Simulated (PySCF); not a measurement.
Beryllium: a sound run and one with changed settings

Sound run: Be [He] 2s2, Be+ [He] 2s1. Computed with PySCF 2.14 in def2-TZVP (5s3p1d, 19 functions), with the non-relativistic Hamiltonian (point nucleus). In the sound run the correlated levels freeze 1s2. The sound run starts from symmetry-adapted Hartree-Fock orbitals and uses a fine grid where one is needed.

Changed run: initial guess atom, at most 8 SCF cycles. This setting is unsound on purpose.

```
species   method  sound run (hartree)  changed run (hartree)  converged
     Be      UHF            -14.57258              -14.57258        yes
     Be     TPSS            -14.67054              -14.67054        yes
     Be   r2SCAN            -14.64785              -14.64785        yes
     Be      MP2            -14.59866              -14.59866        yes
     Be  CCSD(T)            -14.61767              -14.61767        yes
    Be+      UHF            -14.27705              -14.27705        yes
    Be+     TPSS            -14.33754              -14.33754        yes
    Be+   r2SCAN            -14.32490              -14.32490        yes
```

Ionisation energy of Be:

| method | sound run (eV) | changed run (eV) |
| --- | --- | --- |
| UHF | 8.042 | 8.042 |
| TPSS | 9.062 | 9.062 |
| r2SCAN | 8.788 | 8.788 |
| MP2 | 8.751 | 8.751 |
| SCS-MP2 | 8.893 | 8.893 |
| CCSD | 9.269 | 9.269 |
| CCSD(T) | 9.269 | 9.269 |
| CCSDT | 9.269 | 9.269 |
| FCI | 9.269 | 9.269 |

Here the setting changes nothing at the digits shown.

For comparison, NIST gives 9.323 eV between the lowest levels.
